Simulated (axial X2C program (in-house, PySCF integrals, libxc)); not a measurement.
**Density and ELF of BCl⁻**

Calculated with an in-house relativistic program for diatomic molecules. Spin-free means the one-electron spin-free X2C Hamiltonian. Basis: Cl dyall-av3z [9s8p3d2f], B dyall-av3z [8s7p3d2f] (cores contracted in-house); Gaussian nuclei, density fitting, unrestricted open shells. Masses: Cl 34.969 u, B 11.009 u.

PBE0, spin-free, state M_S = 1/2, Λ = 1 (beyond evenly filled blocks: π+α); Cl at z = 0, B at z = 1.867 Å.

The maps cover the half plane through the axis: z from -2.4 to 4.2 Å along the bond, ρ from 0.15 to 2.25 Å away from it.

log10 of the density in e/bohr³:

```
 ρ\z  -2.4  -1.8  -1.2  -0.6   0.0   0.6   1.2   1.8   2.4   3.0   3.6   4.2
0.15  -3.4  -2.5  -1.5  -0.6   1.3  -0.6  -0.9   0.6  -1.0  -1.6  -2.3  -3.1
0.45  -3.5  -2.6  -1.6  -0.7  -0.4  -0.7  -1.1  -1.0  -1.1  -1.7  -2.4  -3.1
0.75  -3.6  -2.7  -1.8  -1.0  -0.7  -1.0  -1.4  -1.3  -1.3  -1.9  -2.5  -3.2
1.05  -3.7  -2.9  -2.1  -1.5  -1.2  -1.4  -1.7  -1.6  -1.7  -2.1  -2.7  -3.3
1.35  -3.9  -3.2  -2.5  -1.9  -1.7  -1.9  -2.1  -1.9  -2.0  -2.3  -2.8  -3.4
1.65  -4.1  -3.4  -2.8  -2.4  -2.2  -2.3  -2.4  -2.3  -2.3  -2.6  -3.0  -3.5
1.95  -4.3  -3.7  -3.2  -2.8  -2.7  -2.8  -2.8  -2.6  -2.6  -2.9  -3.2  -3.7
2.25  -4.6  -4.0  -3.6  -3.3  -3.2  -3.2  -3.1  -2.9  -2.9  -3.1  -3.4  -3.8
```

Electron localisation function (collinear form, no current term, damped to 0 at low density):

```
 ρ\z  -2.4  -1.8  -1.2  -0.6   0.0   0.6   1.2   1.8   2.4   3.0   3.6   4.2
0.15  0.02  0.20  0.69  0.62  0.77  0.64  0.76  1.00  0.57  0.96  0.83  0.24
0.45  0.02  0.19  0.67  0.85  0.10  0.80  0.65  0.05  0.91  0.96  0.81  0.21
0.75  0.01  0.16  0.61  0.88  0.86  0.78  0.46  0.73  0.96  0.94  0.76  0.16
1.05  0.01  0.12  0.51  0.81  0.85  0.64  0.28  0.79  0.95  0.92  0.66  0.11
1.35  0.00  0.07  0.37  0.68  0.72  0.39  0.17  0.72  0.91  0.85  0.50  0.07
1.65  0.00  0.03  0.21  0.47  0.48  0.16  0.11  0.61  0.83  0.73  0.33  0.04
1.95  0.00  0.01  0.09  0.23  0.20  0.05  0.08  0.46  0.68  0.53  0.18  0.02
2.25  0.00  0.00  0.02  0.07  0.05  0.02  0.06  0.31  0.47  0.32  0.09  0.01
```

Axial spin density in 10⁻³ e/bohr³:

```
 ρ\z  -2.4  -1.8  -1.2  -0.6   0.0   0.6  1.2   1.8   2.4   3.0   3.6   4.2
0.15   0.0   0.0  -0.1  -0.1  10.8  -0.9  1.3  16.8  -2.8  -1.9  -0.5  -0.1
0.45   0.0   0.0   0.1   2.3   2.7  -0.8  4.8  26.5   4.8  -0.7  -0.3  -0.1
0.75   0.0   0.0   0.3   2.0   2.3  -0.5  5.1  16.9   6.5   0.4  -0.1   0.0
1.05   0.0   0.0   0.2   1.0   0.6  -0.2  3.4   8.8   4.8   0.9   0.1   0.0
1.35   0.0   0.0   0.1   0.4   0.1   0.0  2.0   4.3   2.9   0.9   0.2   0.1
1.65   0.0   0.0   0.1   0.1   0.0   0.1  1.1   2.2   1.7   0.7   0.2   0.1
1.95   0.0   0.0   0.0   0.0   0.0   0.1  0.6   1.1   1.0   0.5   0.2   0.1
2.25   0.0   0.0   0.0   0.0   0.0   0.1  0.4   0.6   0.6   0.4   0.2   0.1
```

The state is one determinant whose occupation by symmetry is held fixed; it was picked as the lowest of a PBE0 search that is not exhaustive. The highest occupied level is positive at some bond lengths even in Hartree–Fock (under at least one Hamiltonian), so the basis set holds the extra electron there; where that holds at Re the anion is at best weakly bound and its constants depend on the basis. The functionals have no current-density term, which raises determinants with orbital currents, atoms included.
